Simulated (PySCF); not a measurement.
Computed NMR parameters against published values

Geometry:
```
atom   x (Å)   y (Å)   z (Å)
  C1   1.260   0.021  -0.740
  C2   0.155  -0.070   0.307
  C3  -0.804  -1.219   0.017
  C4  -0.582   1.255   0.468
  F5   0.772  -0.349   1.532
  H6   0.833   0.234  -1.715
  H7   1.958   0.813  -0.477
  H8   1.806  -0.918  -0.788
  H9  -1.310  -1.052  -0.930
 H10  -1.546  -1.295   0.808
 H11  -0.257  -2.158  -0.034
 H12   0.119   2.043   0.729
 H13  -1.081   1.518  -0.460
 H14  -1.323   1.176   1.260
```

What is known from experiment: δ ¹⁹F F5 -130.8 ppm (measured; G. Saielli, R. Bini, A. Bagno, Computational 19F NMR. 2. Organic compounds, RSC Adv. 2014, ESI (exp. from Berger-Braun-Kalinowski 1994 and Everett 1995)).
δ ¹³C C2 93.5; C1/C3/C4 28.3; δ ¹H H6/H7/H8/H9/H10/H11/H12/H13/H14 1.34 ppm (measured; solution, not stated per compound (mostly CDCl3 or CCl4); Pretsch, Buehlmann, Badertscher, Structure Determination of Organic Compounds, 4th ed. (2009)).

- GFN2-xTB structure
- GIAO PBE0/pcSseg-1 shieldings
- run in PySCF 2.14.0 with density-fitted response routines
- one computed conformer, one averaged value for each set of equivalent atoms, no solvent model, non-relativistic Hamiltonian

**Question.** How close does the calculation come?

**Answer.** 
Reference values: measured (G. Saielli, R. Bini, A. Bagno, Computational 19F NMR. 2. Organic compounds, RSC Adv. 2014, ESI (exp. from Berger-Braun-Kalinowski 1994 and Everett 1995)).
```csv
atoms,quantity,reference,computed,"computed, scaled"
F5,δ ¹⁹F vs CFCl3,-130.8,-173.6,-155.4
```

Reference values: measured (solution, not stated per compound (mostly CDCl3 or CCl4); Pretsch, Buehlmann, Badertscher, Structure Determination of Organic Compounds, 4th ed. (2009)).
```json
{"atoms": "C2", "quantity": "δ ¹³C", "reference": "93.5", "computed": "94.1", "computed, scaled": "89.9"}
{"atoms": "C1/C3/C4", "quantity": "δ ¹³C", "reference": "28.3", "computed": "30.5", "computed, scaled": "27.6"}
{"atoms": "H6/H7/H8/H9/H10/H11/H12/H13/H14", "quantity": "δ ¹H", "reference": "1.34", "computed": "1.36", "computed, scaled": "1.39"}
```

Computed shifts are σ(ref) − σ with the named reference compound (TMS for H and C) calculated as an isolated molecule at the same level. The measured values may be among those fitted. Scaled to experiment by linear calibration (H and C: mostly CDCl3 data, vs TMS): ¹³C: δ = 180.61 − 0.978σ (rms 2.1 ppm, 210 shifts, 2.3 ppm with the 2 outliers that the fit left out); ¹H: δ = 30.01 − 0.943σ (rms 0.16 ppm, 131 shifts, 0.17 ppm with the 2 outliers that the fit left out); ¹⁹F: δ = 165.05 − 0.977σ +16.0 on sp3 carbon (rms 1.8 ppm, 16 shifts, 7.9 ppm with the 4 outliers that the fit left out vs CFCl3, solution or neat liquid). Occasional misses reach two or three times the rms, and more in compound classes unlike the fitted ones.

**Question.** How far are the unscaled ¹³C shifts from the references?

**Answer.** Mean signed difference +1.40 ppm, mean absolute 1.40 ppm over 2 comparisons; the largest is +2.2 ppm at C1/C3/C4 (methyl carbon).
